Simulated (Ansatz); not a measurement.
A calculation on hcp Co returned lattice constant a 2.471 Å, lattice parameter c 3.999 Å, equilibrium volume per atom 10.57 Å³/atom, magnetic moment 1.59 μB.

For reference: lattice constant a 2.507 Å (measured, 293 K, no zero-point or thermal correction; as tabulated in Wikipedia's data pages); lattice parameter c 4.07 Å (measured, 293 K, not corrected to a static lattice; as tabulated in Wikipedia's data pages); equilibrium volume per atom 10.96 Å³/atom (measured, copied from a table, unchecked, extrapolated to 0 K and zero-point effects removed; as tabulated in Lejaeghere et al. (2013), arXiv:1204.2733).

Q: Which level of theory produced these numbers?
(A) PBEsol (Ansatz, a quantum-chemistry and plane-wave program)
(B) PBE-D4 (Ansatz)
(C) r²SCAN+rVV10 (Ansatz)
(D) r²SCAN-D4 (Ansatz)

A: B, PBE-D4 (Ansatz)

The others give: PBEsol 2.457 Å, 3.969 Å, 10.37 Å³/atom, 1.58 μB; r²SCAN-D4 2.464 Å, 4.011 Å, 10.55 Å³/atom, 1.74 μB; r²SCAN+rVV10 2.463 Å, 4.009 Å, 10.53 Å³/atom, 1.74 μB.

Unless a cell is named, each level is at its own relaxed cell (PBE-D4 10.57, PBEsol 10.37, r²SCAN-D4 10.55, r²SCAN+rVV10 10.53 Å³/atom).

Spin-polarised runs: PBEsol (parallel moments), r²SCAN-D4 (parallel moments), r²SCAN+rVV10 (parallel moments), PBE-D4 (parallel moments).

Ansatz's density-functional and Hartree–Fock values are scalar-relativistic unless marked +SOC, with PAW data made under PBE.
